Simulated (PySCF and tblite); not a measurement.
Values are calculated unless marked as measured or tabulated.
C3H7Cl, numbered as in [CH3:1][CH2:2][CH2:3][Cl:4].

Conformers came from 90 starts (ETKDG and KDG, MMFF94s, GFN2-xTB); geometries are PBE0-D3(BJ)/def2-SVP. Weights use PBE0-D3(BJ)/def2-TZVP energies plus GFN2-xTB zero-point and thermal terms (modes under about 100 cm⁻¹ blended into free rotors). Symmetry numbers and mirror images are counted. Conformers within 4 kcal/mol (GFN2-xTB free energy) were kept, 5 at most. GIAO shieldings: PBE0/pcSseg-1. Shifts are against TMS (¹H), TMS (¹³C) at the same level. Codes: tblite and PySCF.

Task: What shifts does this protocol give at 298.15 K under fast conformational exchange?

Result: ¹H: 3.32 (H3, 2H), 1.52 (H2, 2H), 1.04 (H1, 3H) ppm. ¹³C: 52.0 (C3), 29.0 (C2), 12.9 (C1) ppm.

Task: How do the conformers differ?

Result: Torsions listed: C1–C2–C3–Cl4. Of a mirror pair one member is shown.
```tsv
conformer	shape	weight %
1	-63°	71.0
2	180°	29.0
```

```tsv
signal	1	2	average
H1	1.08	0.94	1.04
H2	1.51	1.56	1.52
H3	3.40	3.14	3.32
C1	12.6	13.6	12.9
C2	28.4	30.4	29.0
C3	52.5	50.8	52.0
```

Shifts are unscaled: against experiment ¹³C can be off by 15 ppm or more and ¹H by 0.8 ppm.
